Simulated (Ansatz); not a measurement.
**One shape, several levels: BH2 (boron dihydride)**

Aim: a comparison of 6 runs (UHF/6-311G**, U-wB97M-V/3-21G, U-r2SCAN0/6-311G**, U-revPBE/6-311G**, UHSE06/6-311G**, UCCSDT/6-311G**) of BH2 (boron dihydride). 

The calculation is run with Ansatz 0.2.0.

58 further runs of the same task are left out: 58 set aside as unsound or not needed.

## 1. The system as given

BH2: 3 atoms, total charge 0, spin state doublet. SMILES: `[BH2]`. The H3–B1 distance was set to 2.898 Å, away from the relaxed value. At this shape a bond of the SMILES string is far longer than usual.

Bond lengths: B1–H2 1.159 Å.

## 2. A single-point energy at UHF/6-311G(d,p) (run 1)

Input file run.yaml:

```yaml
crystal:
  periodic: [false, false, false]
  atoms:
    - symbol: B
      position_ang: [1.471420, 0.813085, 0.906064]
    - symbol: H
      position_ang: [1.488600, 1.964635, 1.038404]
    - symbol: H
      position_ang: [-0.542860, -0.819090, -0.389630]
basis:
  gaussian: {orbitals: 6-311G_st__st_.json}
magnetization: {spin_polarized: true, initial_magnetization: 1}
hamiltonian: {xc: hf}
accuracy: high
```

The basis set 6-311G** is read from a file made from the Basis Set Exchange's data (not shown).

Started as:

```sh
$ ansatz run run.yaml --threads 1 --pin off --max-ram 2610MiB --events-out events.jsonl --progress --plain --runs-dir runs
```

Standard output:

```text
Warning: RAYON_NUM_THREADS=1 ignored (pool sized by the plan → 1); use --threads N
Functional definition: HF
  name "HF"
  exchange = exact_x
  correlation = 0
510 factors; integrals over basis functions are off by at most 3.0e-9 eV
mean field evaluation 1: about -694.1219 eV, gradient 1.0e1 eV
mean field evaluation 2: about -694.1220 eV, gradient 1.0e1 eV
mean field evaluation 4: about -696.8281 eV, gradient 3.6e0 eV
mean field evaluation 8: about -697.4754 eV, gradient 6.2e-1 eV
mean field evaluation 16: about -697.5300 eV, gradient 1.2e-7 eV
mean field evaluation 32: about -697.3721 eV, gradient 1.3e0 eV
mean field evaluation 64: about -696.7676 eV, gradient 2.6e0 eV
mean field evaluation 96: about -697.3608 eV, gradient 5.4e-1 eV
mean field -697.53003410 eV, -25.6337559503 hartree, gradient 1.2e-8 eV, S^2 1.227633; 3 other end points of the search recorded, 0 dependent functions left out
reference -697.53003410 eV, -25.6337559503 hartree; 4, 3 occupied and 26, 27 virtual orbitals, 510 factors
Total energy: -697.53003410 eV, -25.6337559503 hartree
```

Wall time 0.26 s (1 thread of Arm Neoverse V1, shared host).

## 3. The energy at U-wB97M-V/3-21G (run 2)

Input file job.yaml:

```yaml
crystal:
  periodic: [false, false, false]
  atoms:
    - {symbol: B, position_ang: [1.471420, 0.813085, 0.906064]}
    - {symbol: H, position_ang: [1.488600, 1.964635, 1.038404]}
    - {symbol: H, position_ang: [-0.542860, -0.819090, -0.389630]}
basis:
  gaussian: {orbitals: 3-21G.json}
magnetization: {spin_polarized: true, initial_magnetization: 1}
hamiltonian: {xc: {name: wB97M-V}}
accuracy: high
```

The basis set 3-21G is read from a file made from the Basis Set Exchange's data (not shown).

Started as:

```sh
$ ansatz run job.yaml --threads 1 --pin off --max-ram 2610MiB --events-out events.jsonl --progress --plain --runs-dir runs
```

Standard output, cut to the lines that bear on the results:

```text
Warning: RAYON_NUM_THREADS=1 ignored (pool sized by the plan → 1); use --threads N
Functional definition: wB97M-V
  name "wB97M-V"
[...]
  gx(w, u) = 1 - cx + cx01*u + cx10*w
  gss(w, u) = css00 + css04*u^4 + css10*w + css20*w^2 + css43*w^4*u^3
  gos(w, u) = cos00 + cos10*w + (cos20 + cos21*u)*w^2 + (cos60 + cos61*u)*w^6
[...]
      + integral(e_c_pw_mod_opposite_spin*gos(b97_w_opposite, b97_u_opposite)) + vv10(b, c)
245 factors; integrals over basis functions are off by at most 1.3e-8 eV
128 factors; integrals over basis functions are off by at most 9.5e-10 eV
[...]
mean field -696.89149954 eV, -25.6102902381 hartree, gradient 8.3e-8 eV, S^2 0.786725; 3 other end points of the search recorded, 0 dependent functions left out
reference -696.89150196 eV, -25.6102903271 hartree; 4, 3 occupied and 9, 10 virtual orbitals, 245 factors
Total energy: -696.89150196 eV, -25.6102903271 hartree
```

It took 8.1 s on 1 thread of Arm Neoverse V1, shared host; peak memory 0.25 GiB.

## 4. A single-point energy at U-r2SCAN0/6-311G(d,p) (run 3)

Input file molecule.yaml:

```yaml
crystal:
  periodic: [false, false, false]
  atoms:
    - symbol: B
      position_ang: [1.471420, 0.813085, 0.906064]
    - symbol: H
      position_ang: [1.488600, 1.964635, 1.038404]
    - symbol: H
      position_ang: [-0.542860, -0.819090, -0.389630]
basis:
  gaussian: {orbitals: 6-311G_st__st_.json}
accuracy: high
hamiltonian: {xc: {name: r2SCAN0}}
magnetization: {spin_polarized: true, initial_magnetization: 1}
```

The basis set 6-311G** is read from a file made from the Basis Set Exchange's data (not shown).

Started as:

```sh
$ ansatz run molecule.yaml --threads 1 --pin off --max-ram 2610MiB --events-out events.jsonl --progress --plain --runs-dir runs
```

Standard output:

```text
Warning: RAYON_NUM_THREADS=1 ignored (pool sized by the plan → 1); use --threads N
Functional definition: r2SCAN0
  name "r2SCAN0"
  parameter a = 0.25
  parameter k0 = 0.174
  parameter k1 = 0.065
  parameter a1 = 4.9479
  exchange = (1 - a)*r2scan_x(k0 = k0, k1 = k1, a1 = a1) + a*exact_x
  correlation = r2scan_c
510 factors; integrals over basis functions are off by at most 3.0e-9 eV
mean field evaluation 1: about -700.2733 eV, gradient 5.5e0 eV
mean field evaluation 2: about -700.7243 eV, gradient 4.9e0 eV
mean field evaluation 4: about -701.1652 eV, gradient 8.3e-1 eV
mean field evaluation 8: about -701.2733 eV, gradient 1.6e-1 eV
mean field evaluation 16: about -701.2739 eV, gradient 3.1e-4 eV
mean field evaluation 32: about -696.0527 eV, gradient 8.9e0 eV
mean field evaluation 64: about -699.3357 eV, gradient 5.1e0 eV
mean field -701.27392856 eV, -25.7713415341 hartree, gradient 4.5e-8 eV, S^2 1.140543; 6 other end points of the search recorded, 0 dependent functions left out
reference -701.27393027 eV, -25.7713415971 hartree; 4, 3 occupied and 26, 27 virtual orbitals, 510 factors
Total energy: -701.27393027 eV, -25.7713415971 hartree
```

Wall time 6.6 s (1 thread of Arm Neoverse V1, shared host); peak memory 0.13 GiB.

Runs 4 to 5 aren't shown in full; the table further down has their settings and results.

## 5. A single-point energy at UCCSDT/6-311G(d,p) (run 6)

Input file input.yaml:

```yaml
crystal:
  periodic: [false, false, false]
  atoms:
    - {symbol: B, position_ang: [1.471420, 0.813085, 0.906064]}
    - {symbol: H, position_ang: [1.488600, 1.964635, 1.038404]}
    - {symbol: H, position_ang: [-0.542860, -0.819090, -0.389630]}
basis:
  gaussian: {orbitals: 6-311G_st__st_.json}
magnetization: {spin_polarized: true, initial_magnetization: 1}
correlation: {method: ccsdt, frozen_orbitals: {B: 1, H: 0}}
accuracy: high
scf: {omitted_lower_state_checks: [cluster_reference, increment]}
```

The basis set 6-311G** is read from a file made from the Basis Set Exchange's data (not shown).

Started as:

```sh
$ ansatz run input.yaml --threads 1 --pin off --max-ram 2610MiB --events-out events.jsonl --progress --plain --runs-dir runs
```

Standard output:

```text
Warning: RAYON_NUM_THREADS=1 ignored (pool sized by the plan → 1); use --threads N
[... 16 lines left out ...]
1 core orbitals not correlated: weight in the atoms' cores, before any rotation towards them, 1.000 or more for the frozen orbitals, at most 0.000 for the correlated occupied ones
[... 48 lines left out ...]
Total energy: -699.80620351 eV, -25.7174036333 hartree
Checks for a lower state left out: cluster_reference, increment
```

Run time: 3.6 s. Hardware: 1 thread of Arm Neoverse V1, shared host; peak memory 0.1 GiB.

## 6. Overview of the runs

| run | level | frozen core orbitals | energy (Eh) | ⟨S²⟩ | wall time |
| --- | --- | --- | --- | --- | --- |
| 1 | UHF/6-311G** | – | -25.633756 | 1.228 | 0.26 s |
| 2 | U-wB97M-V/3-21G | – | -25.610290 | 0.787 | 8.1 s |
| 3 | U-r2SCAN0/6-311G** | – | -25.771342 | 1.141 | 6.6 s |
| 4 | U-revPBE/6-311G** | – | -25.788034 | 1.007 | 1.6 s |
| 5 | UHSE06/6-311G** | – | -25.746240 | 1.038 | 2.3 s |
| 6 | UCCSDT/6-311G** | 1 | -25.717404 | 1.228 | 3.6 s |

## 7. What came out

```
                                         quantity         value
                              run 6: total energy  -25.71740 Eh
run 6: correlation energy (1 core orbital frozen)     -83.6 mEh
         run 6: ⟨S²⟩ of the reference determinant         1.228
                             run 6: T1 diagnostic         0.122
```

Totals of different functionals can't be ranked against each other. Spin contamination of the reference: run 1 ⟨S²⟩ = 1.23, run 6 ⟨S²⟩ = 1.23, run 3 ⟨S²⟩ = 1.14, run 5 ⟨S²⟩ = 1.04, run 4 ⟨S²⟩ = 1.01. All runs together took 22 s, the longest 8.1 s.
